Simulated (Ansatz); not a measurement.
# How far each method lies from RCCSDTQ for CH$_{4}$S, singlet

Geometry: MP2(full)/6-31G*, from the G2/97 set.

| atom | x (Å) | y (Å) | z (Å) |
| --- | --- | --- | --- |
| C | -0.0261 | 1.2273 | 0.0000 |
| S | -0.0261 | -0.5871 | 0.0000 |
| H | 1.3049 | -0.7455 | 0.0000 |
| H | -1.0708 | 1.5392 | 0.0000 |
| H | 0.4541 | 1.6290 | 0.8923 |
| H | 0.4541 | 1.6290 | -0.8923 |

Basis cc-pV(D+d)Z; Ansatz 0.2.0. Only valence electrons are correlated (noble-gas cores frozen), which leaves 14 electrons in 51 orbitals. R marks a restricted (for open shells ROHF) determinant. Active spaces: valence = (14e, 12o) chosen from the atoms' valence shells.

Full CI isn't at hand for all of this; RCCSDTQ serves as the reference, and is uncertain by about the last step of the cluster series.

The UHF ⟨S²⟩ is 0.000 and the T1 diagnostic (RCCSD) is 0.0077. The largest doubles amplitude (RCCSD) is 0.038.

| level | E − E(RCCSDTQ) (kJ/mol) | share of correlation (%) | wall time |
| --- | --- | --- | --- |
| RHF | 875.1 | 0.00 | – |
| RMP2 | 120.7 | 86.21 | – |
| CISD | 103.6 | 88.16 | 1.8 s |
| RCCSD | 25.7 | 97.07 | – |
| RCCSD(T) | 3.3 | 99.62 | 0.82 s |
| BCCD(T) | 3.2 | 99.63 | 1 s |
| RCCSDT | 1.4 | 99.84 | – |
| RCCSDT(Q) | 0.0 | 100.00 | 21 s |
| CASSCF (valence space) | 603.0 | 31.10 | – |
| NEVPT2 (valence space) | 142.2 | 83.76 | 6 s (H100) |
| NEVPT4(SD) (valence space) | 15.6 | 98.22 | 9 s (H100) |
| MRCISD (valence space) | 50.6 | 94.22 | – |
| MRCISD+Q (valence space) | 3.9 | 99.56 | 12 s (H100) |

The correlation energy at RCCSDTQ, counted from RHF, is -9.070 eV. That run took 23 s on 5 threads of AMD EPYC 7R13 with a whole H100 80 GB, shared host.

Times hold each run's SCF and search for its determinant on a shared host, so for small cases they say little of a method's own cost; rows without a card ran on 1 thread of AMD EPYC 7R13.

Natural occupations of CASSCF (valence space) about the gap: 1.983 1.979 1.977 1.976 1.971 0.031 0.025 0.021 0.021 0.020; effectively unpaired electrons, Σ n²(2−n)², 0.02.

Atomization energy (electronic, same basis, no zero-point term; atoms at the same level, unrestricted beside the R rows where the molecule is a closed shell, with restricted open-shell steps beyond CCSDT(Q)) at RCCSDTQ: 1839.4 kJ/mol. Errors of other levels:

| level | error (kJ/mol) |
| --- | --- |
| RHF | -398.0 |
| RMP2 | -4.0 |
| CISD | -87.1 |
| RCCSD | -17.6 |
| RCCSD(T) | -1.3 |
| BCCD(T) | -1.1 |
| RCCSDT | -1.1 |
| RCCSDT(Q) | 0.0 |
| CASSCF (valence space) | -153.0 |
| NEVPT2 (valence space) | -32.4 |
| NEVPT4(SD) (valence space) | -9.8 |
| MRCISD (valence space) | -35.8 |
| MRCISD+Q (valence space) | -9.6 |

This basis is far from its limit, so the value isn't to be set against a measured one. Truncated CI isn't size-consistent, which counts against it in atomization.
